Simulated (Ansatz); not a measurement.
in.yaml

```yaml
crystal:
  periodic: [false, false, false]
  atoms:
    - {symbol: Mg, position_ang: [0.000000, 0.000000, 0.000000]}
    - {symbol: Mg, position_ang: [0.000000, 0.000000, 2.706600]}
basis:
  gaussian: {orbitals: aug-cc-pVDZ}
total_charge: -1
magnetization: {spin_polarized: true, initial_magnetization: 1}
hamiltonian: {xc: {name: PBE0}}
output: {orbitals: {seedname: orbitals}}
```

```sh
$ ansatz run in.yaml --threads 1 --pin off --events-out ev --progress --plain --max-ram 2393MiB
```

The program prints:

```
526 factors; integrals over basis functions are off by at most 5.2e-4 eV
mean field evaluation 1: about -10880.4409 eV, gradient 7.0e0 eV
mean field evaluation 2: about -10880.8820 eV, gradient 8.7e0 eV
mean field evaluation 4: about -10882.4977 eV, gradient 4.8e-1 eV
mean field evaluation 8: about -10882.6505 eV, gradient 7.5e-2 eV
mean field evaluation 16: about -10882.6507 eV, gradient 1.8e-4 eV
mean field evaluation 32: about -10881.4154 eV, gradient 3.3e0 eV
mean field evaluation 64: about -10881.6501 eV, gradient 4.8e-3 eV
mean field evaluation 96: about -10881.7406 eV, gradient 6.4e-1 eV
mean field evaluation 128: about -10882.6362 eV, gradient 2.9e-1 eV
mean field -10882.65074240 eV, -399.9300382576 hartree, gradient 1.7e-5 eV, S^2 0.757243; 15 other end points of the search recorded, 0 dependent functions left out
reference -10882.65077395 eV, -399.9300394172 hartree; 13, 12 occupied and 41, 42 virtual orbitals, 526 factors
Total energy: -10882.65077395 eV, -399.9300394172 hartree
```

Ran on 1 thread of Arm Neoverse V2, shared host: 17 s wall, 0.16 GiB peak host memory.
